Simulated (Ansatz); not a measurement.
For rock-salt NiO, LDA in Ansatz (PAW) gives:

| Item | Value |
|---|---|
| band gap at the measured cell | 0.41 eV |
| magnetic moment | 1.14 μB |

What does PBE0 (Ansatz, a first-principles code, PAW) give for the same quantities?


- band gap at the measured cell: 5.26 eV (rises by 4.85 eV)
- magnetic moment: 1.68 μB (increases by 0.54 μB)

Changes are worked out from the printed values.

Unless a cell is named, each level is at its own relaxed cell.

Density-functional gaps are differences of (generalised) Kohn–Sham levels.

Spin-polarised runs: LDA (opposed moments), PBE0 (opposed moments).

Ansatz's density-functional and Hartree–Fock values are scalar-relativistic unless marked +SOC, with PAW data made under PBE.
